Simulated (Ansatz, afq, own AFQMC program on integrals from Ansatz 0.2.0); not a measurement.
## Atomization energy of N$_{2}$H, doublet

```xyz
3

N     0.0000   -0.1292    0.5306
N     0.0000    0.0784   -0.6154
H     0.0000    0.7060    1.1777
```

Connectivity, by distances: NH–N.

Atoms in their ground-state spins without spin–orbit coupling (mostly on UHF) minus the molecule (UHF), without zero-point energy. The geometry is a stationary point, not shown to be a minimum.

Basis cc-pVDZ. Noble-gas cores (and the filled d shells of Ga–Kr and In–Xe) are frozen. Integrals, coupled cluster, full CI and functionals: Ansatz 0.2.0; the random walks run on the same integrals in our own AFQMC program. ph-AFQMC/CISD is guided by a CISD state made of CCSD amplitudes; releasing the constraint for a short imaginary time cuts its bias at the price of noise, slowly where states lie close. Uncertainties: one standard error, sampling alone. The errors of all members are added in quadrature.

No full CI on the walks' own integrals is used here; CCSDT(Q) serves as the reference and is uncertain by about the last step of the cluster series. Each member takes its own surest rung, up to full CI.

The best estimate is CCSD(T) at the basis-set limit (CBS: def2-TZVPP and def2-QZVPP, with their diffuse functions for anions and beside diffuse sets, CCSD(T) itself extrapolated) plus the step from CCSD(T) to CCSDT(Q) in cc-pVDZ. Rows without CBS are in cc-pVDZ, the functionals in def2-TZVP; B2PLYP and the wave-function rows carry a basis error of their own. Core correlation and relativity beyond core potentials are missing, and ± holds the sampling alone.

Cautions: N₂H (doublet): unrestricted determinant slightly spin contaminated (⟨S²⟩ 0.84 against 0.75).

| level | atomization energy (kJ/mol) |
| --- | --- |
| B2PLYP | 942.9 |
| CCSD | 776.1 |
| r2SCAN | 935.2 |

(1) From these cheaper values, estimate the atomization energy at the level of the best estimate.

(1) 936.8 kJ/mol (best estimate, highest rung CCSDT(Q)).

```tsv
level	atomization energy (kJ/mol)	error against the best estimate (kJ/mol)
HF	409.9	-526.9
MP2	794.6	-142.2
CCSD(T)	801.1	-135.7
CCSDT	802.5	-134.3
CCSDT(Q)	805.5	-131.3
ph-AFQMC/CISD	804.2 ± 0.5	-132.6 ± 0.5
released AFQMC	805.6 ± 0.4	-131.2 ± 0.4
HF/CBS	443.3	-493.5
MP2/CBS	927.6	-9.2
CCSD(T)/CBS	932.4	-4.4
PBE	1030.3	93.5
PBE0	951.6	14.7
B3LYP	969.8	32.9
wB97M-V	955.0	18.2
```

Correlation beyond CCSD(T) adds 4.4 kJ/mol. Going to the basis-set limit adds 131.3 kJ/mol at CCSD(T). The perturbative (T) step is worth +25.0 kJ/mol. The functionals spread over 95.2 kJ/mol; r2SCAN comes nearest and PBE is 93.5 kJ/mol too high.

Best estimates are given only where the step beyond CCSD(T) is under 0.3 eV and no member's determinant is very poor (T1 over 0.05, or 0.07 for open shells, ⟨S²⟩ too high by 0.3, two states mixed), so the hardest cases are missing from such tables.

The functionals ran in a triple-zeta set and keep a basis error of their own, a few kJ/mol for each bond in atomization energies and more for double hybrids, so close places among them and the extrapolated levels can swap.

CCSDT and higher add their correlation energy to the determinant of the CCSD(T) run, since their own runs factorise the integrals more tightly (a shift of under 2 meV). Each member of a difference takes its own highest rung, so a best estimate needn't equal the limit plus the step of one row. A walk keeps the symmetry of its determinant, which the program's search chose and which needn't be the lowest solution, so a lower state of the same spin and another symmetry isn't excluded. Released energies are given only where the last usable release times agree within the noise; a slower fall can still hide under it.
